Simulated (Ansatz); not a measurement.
# Structure relaxation of As2F

All numbers below come from DFT PBE, scalar-relativistic, plane waves, PAW in Ansatz 0.2.0.

The start puts As2F on the sites of a reported Cr2B cell (I4/mcm, No. 140), with F in place of B, As in place of Cr, at a guessed volume.

Input of the last, converged step (default PAW datasets):

```yaml
crystal:
  lattice:
    - [-3.2306555485, 3.2306555485, 2.4535243083]
    - [3.2306555485, -3.2306555485, 2.4535243083]
    - [3.2306555485, 3.2306555485, -2.4535243083]
  atoms:
    - { symbol: As, position: [0.1315466892, 0.6315466892, 0.7630933784] }
    - { symbol: As, position: [0.6315466892, 0.8684533108, 0.5] }
    - { symbol: As, position: [0.8684533108, 0.3684533108, 0.2369066216] }
    - { symbol: As, position: [0.3684533108, 0.1315466892, 0.5] }
    - { symbol: F, position: [0.75, 0.75, 0.0] }
    - { symbol: F, position: [0.25, 0.25, 0.0] }
basis:
  ecutwfc: 420
kpoints:
  mp_grid: { grid: [10, 10, 10] }
hamiltonian:
  xc: pbe
scf:
  occupations: { method: gaussian, width: 0.1 }
output:
  forces: true
  stress: true
  eigenvalues: true
relax:
  adjacent_minimum: "off"
  f_tol: 0.01
  max_steps: 80
  cell: { stress_tol: 0.05 }
```

Launched as:

```bash
ansatz run input.yaml --threads 1 --pin off --max-ram 2560MiB --backend cpu --events-out ev --progress --plain --runs-dir out
```

The run took 100 s on 1 thread of Intel(R) Xeon(R) 6975P-C (Granite Rapids) (shared host), peak memory 0.68 GiB.

The program printed at the end:

```
SCF converged after 6 iterations
Free energy (F): -21036.624005 eV
Harris-Foulkes:  -21036.624005 eV  (|F-HF|=1.09e-11)
Internal energy: -21036.615095 eV  (E = F + TS)
E sigma→0 (E₀):  -21036.619550 eV
Entropy (-TS):   -0.008910 eV (-1.485 meV/atom)
Fermi energy:    8.494552 eV
--- Per-component energies (eV) ---
  E_band       = -1032.117541
  E_kinetic    = 812.951263
  E_local      = -7525.377414  (includes V_loc(G=0)·N_el)
  E_nonlocal   = -2537.751886
  E_hartree    = 3963.744751
  E_xc         = -473.104795
  E_vxc        = -516.472074  (∫ρ·V_xc dr)
  E_paw        = -7734.519239  (= ΣΔE_a)
  E_vpaw       = 807.038980  (= ΣTr[D̂ρ^β])
  E_aug_tail   = 0.004105  (compensation charges beyond the density's cutoff)
  E_ewald      = -7542.561879
  E_smearing   = -0.008910  (= −TS)
  E_closure    =  0.000000  (closes the sum)
  Σ components = -21036.624005   (vs F -21036.624005, Δ=0.00e0)
--- Forces (eV/Å), atoms counted from 1 ---
  atom   1  As     0.00080717     0.00080717     0.00000000
  atom   2  As    -0.00080717     0.00080717     0.00000000
  atom   3  As    -0.00080717    -0.00080717     0.00000000
  atom   4  As     0.00080717    -0.00080717     0.00000000
  atom   5  F      0.00000000     0.00000000     0.00000000
  atom   6  F      0.00000000     0.00000000     0.00000000
  max |Σ_I F_I| component: 5.12e-17 eV/Å
--- Stress (GPa, compression-positive) ---
        0.007997       0.000000       0.000000
        0.000000       0.007997       0.000000
        0.000000       0.000000      -0.005451
  P = ⅓ Tr σ = 0.0035 GPa (0.035 kbar)
--- Relaxed structure (5 steps of the walk, 5 accepted, 2 SCFs on fresh bases) ---
  F+E_penalty+E_count = -21036.62400524 eV   max|allowed force component| = 8.072e-4 eV/Å   (the final SCF, on the basis selected at the relaxed cell)
  cell:  # Å, volume = 105.0711 Å³
    - [-3.239945, 3.239945, 2.502351]
    - [3.239945, -3.239945, 2.502351]
    - [3.239945, 3.239945, -2.502351]
  atoms:
    - { symbol: As, position: [0.128224, 0.628224, 0.756448] }
    - { symbol: As, position: [0.628224, 0.871776, 0.500000] }
    - { symbol: As, position: [0.871776, 0.371776, 0.243552] }
    - { symbol: As, position: [0.371776, 0.128224, 0.500000] }
    - { symbol: F, position: [0.750000, 0.750000, 0.000000] }
    - { symbol: F, position: [0.25, 0.25, 0.000000] }
```

Absolute energies hang on the potentials; compare differences alone.

The result has space group I4/mcm (No. 140). As has 1 As at 2.35 Å; around F lie 2 F at 2.50 Å and 8 As at 2.84 Å.

Against the elements it lies at -0.15 eV/atom. The zero of energy is the elements' standard structures at the same level (F₂ as a molecule); no fitted shifts are applied.

For metals, differences of a few meV/atom aren't resolved. No dispersion correction is applied, so the spacing between layers, chains or molecules is poorly fixed, and with it the volume and density.

A structure relaxed within its symmetry needn't be a true minimum.